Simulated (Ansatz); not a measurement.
## Bulk modulus B0 of some III–V compounds, all zinc-blende

Method: BLYP (PAW; Ansatz, an electronic-structure program). References are measured values corrected to a static lattice. The table is a random draw of 6 from 8 solids with such references.

Values in GPa.

| solid | reference | BLYP | error (%) |
|---|---|---|---|
| zinc-blende GaP | 89.6 | 64.6 | -28 |
| cubic BN | 410 (388–410) | 355 | -13.4 |
| zinc-blende GaAs | 76.7 | 49.6 | -35 |
| zinc-blende BP | 176 (168–176) | 148 | -15.9 |
| zinc-blende InP | 72 | 48.7 | -32 |
| zinc-blende InSb | 46.1 | ? | ? |

### Question
Estimate the withheld BLYP value.

### Answer
The errors of the other rows run from -35 % to -13.4 %, with a median of -28 %; carried to the reference 46.1 it gives 33.2 GPa. The run gives 29.3 GPa (-36 %), -11.7 % from the estimate, outside the range of the other rows; the row was drawn at random, and such an estimate is rough. Over these 6 solids the mean error is -27 %, the mean absolute error 27 % (median 30 %), and the worst case zinc-blende InSb at -36 %; the value is too low in 6 of 6 cases. Over all 8, from unrounded values, the mean error is -27 % and the mean absolute error 27 % (median 30 %). Caveats on values not shown: the cell is over a tenth larger than the published one: the level's own overestimate first of all, though another phase or state, or a fault of the published cell, is possible (1); the gap of the solid is closed in this run (1).

All these references are brought to a static lattice.

Spin–orbit coupling is left out, also for the solids with elements from indium on (zinc-blende InP, zinc-blende InSb); its size isn't shown.

Brackets give the range of the sources taken for a reference, where it is wide; it can hold other temperatures.

Differences are worked out from the printed values.

Each level is taken at its own relaxed cell. Caveats: the cell is over a tenth larger than the published one: the level's own overestimate first of all, though another phase or state, or a fault of the published cell, is possible (zinc-blende GaAs, zinc-blende InP, zinc-blende InSb); the gap of the solid is closed in this run (zinc-blende GaAs, zinc-blende InP, zinc-blende InSb). Ansatz's density-functional and Hartree–Fock values are scalar-relativistic unless marked +SOC, with PAW data made under PBE.

Not in this set, of the III–V compounds with a reference value in our tables and a result at some level: 3 for a reference at room or unstated temperature; 1 for a high-temperature or high-pressure phase; 1 for sources at odds. These can be a level's best or worst cases. At least 2 more with a reference value are held back for tests. Solids without a released value at any level aren't counted. Layered and molecular crystals are counted apart.

References as tabulated in Mejia-Rodriguez and Trickey (2018), arXiv:1807.09216; Goldzak et al. (2022), arXiv:2208.04865.
